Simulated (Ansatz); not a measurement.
sulfur dioxide (SMILES O=S=O) moved off its minimum; all values from Ansatz (a quantum-chemistry and plane-wave program), cores frozen in correlated methods.
(charge 0, multiplicity 1)
```xyz
3

O     -1.30587     0.48572     0.17738
S      0.02552    -0.45710     0.10282
O      1.34531     0.29435    -0.03851
```

Forces at r2SCAN/def2-TZVPP (eV/Å):

| atom | Fx | Fy | Fz |
|---|---|---|---|
| O1 | 5.280 | -3.935 | -0.288 |
| S2 | -1.905 | 6.054 | -0.081 |
| O3 | -3.376 | -2.119 | 0.369 |

### Question
Give the forces (eV/Å), the total energy and the dipole at CCSD(T)/aug-cc-pV(T+d)Z.

### Answer

```tsv
atom	Fx	Fy	Fz
O1	5.009	-3.761	-0.272
S2	-1.827	5.789	-0.077
O3	-3.182	-2.028	0.349
```
Energy -547.9722 hartree, dipole 2.11 D.

Doubts at one or more of the structures used: a restricted determinant that unrestricted orbitals would lower (CCSD(T)/aug-cc-pV(T+d)Z).
